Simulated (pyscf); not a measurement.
Single points on ωB97X-D3(BJ)/def2-SVP structures (PySCF, gas phase).

### Question
For the elementary gas-phase step H₂N–Mo(=S)(=S)–Cl (SMILES [NH2][Mo](=[S])(=[S])[Cl]) + HCl (SMILES Cl) → S=Mo(=S)(Cl)–Cl (SMILES [S]=[Mo](=[S])([Cl])[Cl]) + NH₃ (SMILES N) (singlet surface; Mo–N, Cl–H broken, Cl–Mo, H–N formed), what barrier and reaction energy does ωB97M-D3(BJ)/def2-TZVP give, measured from the separated reactants?

### Answer
ΔE‡ = 10.4 kcal/mol, ΔE = -9.2 kcal/mol. Zero-point energy shifts the barrier by +0.4 kcal/mol. It is a four-centre exchange, with an imaginary mode of 501i cm⁻¹. On the reactant side the descent ends in a complex, 4.9 kcal/mol under the separated species and 12.4 kcal/mol under the saddle at ωB97X-D3(BJ)/def2-TZVP. On the product side the descent ends in an adduct with a Mo–N contact, 18.5 kcal/mol under the separated species and 37.7 kcal/mol under the saddle at ωB97X-D3(BJ)/def2-TZVP. What is counted as broken (Mo–N) persists as a longer contact in the product adduct; parting that adduct is a step of its own. At ωB97X-D3(BJ)/def2-TZVP the barrier from the zero used here is 7.6 kcal/mol. This is the saddle that the search found; another between the same sides may lie lower. Elements past Kr carry the def2 core potentials, without spin-orbit coupling.
